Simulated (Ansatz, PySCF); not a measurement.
Potential energy curve for LiF, singlet.

Computed with: UHF/cc-pVDZ (Ansatz, a program for electronic structure); RHF/cc-pVDZ (Ansatz); UKS-PBE0 = unrestricted PBE0/cc-pVDZ (Ansatz); RKS-PBE0 = restricted PBE0/cc-pVDZ in Ansatz; UKS-PBE = unrestricted PBE/cc-pVDZ (Ansatz); RKS-PBE = restricted PBE/cc-pVDZ in Ansatz; UKS-B3LYP/6-31G* = unrestricted B3LYP/6-31G*, spherical d (PySCF); RKS-B3LYP/6-31G* = PySCF 2.14.0 with restricted B3LYP/6-31G*, spherical d; UKS-BP86/6-31G* = unrestricted BP86/6-31G*, spherical d (PySCF 2.14.0); RKS-BP86/6-31G* = restricted BP86/6-31G*, spherical d (PySCF); UKS-M06-2X/6-31G* = unrestricted M06-2X/6-31G*, spherical d (PySCF 2.14.0); RKS-M06-2X/6-31G* = PySCF 2.14.0 with restricted M06-2X/6-31G*, spherical d; UKS-B3LYP/LANL2DZ = unrestricted B3LYP/LANL2DZ (PySCF); RKS-B3LYP/LANL2DZ = PySCF 2.14.0 with restricted B3LYP/LANL2DZ.

Scanned distances (Å): 1.25, 1.33, 1.39, 1.50, 1.55, 1.56, 1.59, 1.67, 1.74, 1.80, 1.94, 2.11, 2.34, 2.60, 2.79, 3.17, 3.45, 3.85, 4.23, 4.69, 5.40.

Problem. Where does the unrestricted solution first break spin symmetry (<S²> of 0.01 or more)?

Solution. UHF: between 2.79 and 3.17 Å; UKS-PBE0: between 2.79 and 3.17 Å; UKS-PBE: between 2.79 and 3.17 Å; UKS-B3LYP/6-31G*: between 2.79 and 3.17 Å; UKS-BP86/6-31G*: between 2.79 and 3.17 Å; UKS-M06-2X/6-31G*: between 3.17 and 3.45 Å; UKS-B3LYP/LANL2DZ: between 3.17 and 3.45 Å.

| R / Å | <S²> UHF | E(RHF) − E(UHF) / kcal/mol | <S²> UKS-PBE0 | E(RKS-PBE0) − E(UKS-PBE0) / kcal/mol | <S²> UKS-PBE | E(RKS-PBE) − E(UKS-PBE) / kcal/mol | <S²> UKS-B3LYP/6-31G* | E(RKS-B3LYP/6-31G*) − E(UKS-B3LYP/6-31G*) / kcal/mol | <S²> UKS-BP86/6-31G* | E(RKS-BP86/6-31G*) − E(UKS-BP86/6-31G*) / kcal/mol | <S²> UKS-M06-2X/6-31G* | E(RKS-M06-2X/6-31G*) − E(UKS-M06-2X/6-31G*) / kcal/mol | <S²> UKS-B3LYP/LANL2DZ | E(RKS-B3LYP/LANL2DZ) − E(UKS-B3LYP/LANL2DZ) / kcal/mol |
|---|---|---|---|---|---|---|---|---|---|---|---|---|---|---|
| 1.25 | 0.00 | 0.0 | 0.00 | 0.0 | 0.00 | 0.0 | 0.00 | 0.0 | 0.00 | 0.0 | 0.00 | 0.0 | 0.00 | 0.0 |
| 1.33 | 0.00 | 0.0 | 0.00 | 0.0 | 0.00 | 0.0 | 0.00 | 0.0 | 0.00 | 0.0 | 0.00 | 0.0 | 0.00 | 0.0 |
| 1.39 | 0.00 | 0.0 | 0.00 | 0.0 | 0.00 | 0.0 | 0.00 | 0.0 | 0.00 | 0.0 | 0.00 | 0.0 | 0.00 | 0.0 |
| 1.50 | 0.00 | 0.0 | 0.00 | 0.0 | 0.00 | 0.0 | 0.00 | 0.0 | 0.00 | 0.0 | 0.00 | 0.0 | 0.00 | 0.0 |
| 1.55 | 0.00 | 0.0 | 0.00 | 0.0 | 0.00 | 0.0 | 0.00 | 0.0 | 0.00 | 0.0 | 0.00 | 0.0 | 0.00 | 0.0 |
| 1.56 | 0.00 | 0.0 | 0.00 | 0.0 | 0.00 | 0.0 | 0.00 | 0.0 | 0.00 | 0.0 | 0.00 | 0.0 | 0.00 | 0.0 |
| 1.59 | 0.00 | 0.0 | 0.00 | 0.0 | 0.00 | 0.0 | 0.00 | 0.0 | 0.00 | 0.0 | 0.00 | 0.0 | 0.00 | 0.0 |
| 1.67 | 0.00 | 0.0 | 0.00 | 0.0 | 0.00 | 0.0 | 0.00 | 0.0 | 0.00 | 0.0 | 0.00 | 0.0 | 0.00 | 0.0 |
| 1.74 | 0.00 | 0.0 | 0.00 | 0.0 | 0.00 | 0.0 | 0.00 | 0.0 | 0.00 | 0.0 | 0.00 | 0.0 | 0.00 | 0.0 |
| 1.80 | 0.00 | 0.0 | 0.00 | 0.0 | 0.00 | 0.0 | 0.00 | 0.0 | 0.00 | 0.0 | 0.00 | 0.0 | 0.00 | 0.0 |
| 1.94 | 0.00 | 0.0 | 0.00 | 0.0 | 0.00 | 0.0 | 0.00 | 0.0 | 0.00 | 0.0 | 0.00 | 0.0 | 0.00 | 0.0 |
| 2.11 | 0.00 | 0.0 | 0.00 | 0.0 | 0.00 | 0.0 | 0.00 | 0.0 | 0.00 | 0.0 | 0.00 | 0.0 | 0.00 | 0.0 |
| 2.34 | 0.00 | 0.0 | 0.00 | 0.0 | 0.00 | 0.0 | 0.00 | 0.0 | 0.00 | 0.0 | 0.00 | 0.0 | 0.00 | 0.0 |
| 2.60 | 0.00 | 0.0 | 0.00 | 0.0 | 0.00 | 0.0 | 0.00 | 0.0 | 0.00 | 0.0 | 0.00 | 0.0 | 0.00 | 0.0 |
| 2.79 | 0.00 | 0.0 | 0.00 | 0.0 | 0.00 | 0.0 | 0.00 | 0.0 | 0.00 | 0.0 | 0.00 | 0.0 | 0.00 | 0.0 |
| 3.17 | 0.92 | 5.9 | 0.16 | 0.5 | 0.14 | 0.2 | 0.18 | 0.5 | 0.12 | 0.2 | 0.00 | 0.0 | 0.00 | 0.0 |
| 3.45 | 0.96 | 17.5 | 0.34 | 2.7 | 0.29 | 1.3 | 0.35 | 2.5 | 0.28 | 1.2 | 0.24 | 0.5 | 0.23 | 1.0 |
| 3.85 | 0.99 | 31.7 | 0.49 | 6.7 | 0.42 | 3.3 | 0.48 | 5.9 | 0.41 | 3.1 | 0.46 | 4.0 | 0.38 | 3.4 |
| 4.23 | 1.00 | 42.3 | 0.57 | 10.0 | 0.50 | 5.1 | 0.55 | 8.7 | 0.49 | 4.9 | 0.57 | 7.9 | 0.46 | 5.7 |
| 4.69 | 1.00 | 52.2 | 0.63 | 13.2 | 0.56 | 6.9 | 0.61 | 11.5 | 0.55 | 6.6 | 0.65 | 12.1 | 0.52 | 8.0 |
| 5.40 | 1.00 | 63.4 | 0.68 | 16.8 | 0.61 | 8.8 | 0.66 | 14.6 | 0.60 | 8.4 | 0.74 | 17.6 | 0.57 | 10.6 |
